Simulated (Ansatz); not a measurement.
# C₂H₃NO: a ladder of functionals and wavefunction methods

An exercise on one series of results from a longer session: the logs are not shown, and one member is left open.

Method: functionals in def2-TZVPP, the program's frozen cores in correlated methods; program: Ansatz 0.2.0, Gaussian basis.

The runs, in order: LDA (SPW92), PBE-D4, revPBE-D4, BLYP-D4, r2SCAN-D4, B97M-V, PBE0-D4, B3LYP-D4, r2SCANh-D4, r2SCAN0-D4, HSE06-D4, BHLYP-D4, CAM-B3LYP-D4, LC-ωPBE, ωB97X-V, ωB97M-V, B2PLYP, PBE-QIDH; CCSD(T)/def2-SVP; CCSD(T)/def2-TZVPP; MP2/def2-QZVPP; extrapolation to the limit; RPA on PBE.

### Structure used throughout

An earlier PBE0-D4 in a triple-zeta def2 set relaxation fixed the geometry.

SMILES `NC#CO`, 7 atoms, charge 0, spin multiplicity 1.

Atoms are counted from 1 here; the program's logs count them from 0.

Bond lengths: N1–C2 1.351 Å, N1–H5 1.009 Å, N1–H6 1.009 Å, C2–C3 1.200 Å, C3–O4 1.311 Å, O4–H7 0.964 Å. Angles: C2–N1–H5 114.8°, C2–N1–H6 114.9°, H5–N1–H6 111.6°, N1–C2–C3 175.4°, C2–C3–O4 173.6°, C3–O4–H7 109.7°.

Set-up of the first run:

The input, in.yaml:

```yaml
crystal:
  periodic: [false, false, false]
  atoms:
    - {symbol: N, position_ang: [-0.577509, 1.461705, -0.134949]}
    - {symbol: C, position_ang: [-0.118437, 0.196795, -0.019163]}
    - {symbol: C, position_ang: [0.377628, -0.892684, 0.066457]}
    - {symbol: O, position_ang: [0.783568, -2.133936, 0.184948]}
    - {symbol: H, position_ang: [-1.182788, 1.622337, -0.926115]}
    - {symbol: H, position_ang: [-0.961100, 1.852923, 0.712301]}
    - {symbol: H, position_ang: [1.739936, -2.175239, 0.070821]}
basis:
  gaussian: {orbitals: def2-TZVPP}
hamiltonian: {xc: lda}
output: {orbitals: {seedname: orbitals}}
```

Started as:

```console
$ ansatz run in.yaml --threads 2 --pin off --events-out ev --progress --plain --max-ram 4352MiB
```

Among the steps run: LDA; PBE-D4 (GGA); revPBE-D4 (GGA); BLYP-D4 (GGA); r2SCAN-D4 (meta-GGA); B97M-V (meta-GGA); PBE0-D4 (hybrid); B3LYP-D4 (hybrid); r2SCANh-D4 (hybrid); r2SCAN0-D4 (hybrid); HSE06-D4 (hybrid); BHLYP-D4 (hybrid); CAM-B3LYP-D4 (range-separated); LC-ωPBE (range-separated); ωB97X-V (range-separated); ωB97M-V (range-separated); B2PLYP (double hybrid); PBE-QIDH (double hybrid).

One table of the session follows, with a row left open; its other results are not shown here.

It belongs to the step «Orbital energies across the functionals». 

```
  functional  HOMO (eV)  LUMO (eV)  gap (eV)
 LDA (SPW92)          ?          ?         ?
      PBE-D4      -4.83      -0.16      4.67
   revPBE-D4      -4.77      -0.13      4.64
     BLYP-D4      -4.72      -0.25      4.46
   r2SCAN-D4      -5.04       0.57      5.62
      B97M-V      -5.09       0.17      5.26
     PBE0-D4      -6.11       0.75      6.86
    B3LYP-D4      -5.90       0.33      6.23
  r2SCANh-D4      -5.53       0.85      6.38
  r2SCAN0-D4      -6.26       1.24      7.50
    HSE06-D4      -5.71       0.38      6.09
    BHLYP-D4      -7.30       1.35      8.65
CAM-B3LYP-D4      -7.49       1.49      8.98
     LC-ωPBE      -8.84       2.89     11.73
     ωB97X-V      -8.46       2.69     11.15
     ωB97M-V      -8.35       2.21     10.56
```

Estimate the missing values for LDA (SPW92).

As computed: HOMO (eV): -5.00; LUMO (eV): -0.25; gap (eV): 4.75. In the column «HOMO (eV)» it lies between r2SCAN-D4 (-5.04) and PBE-D4 (-4.83).
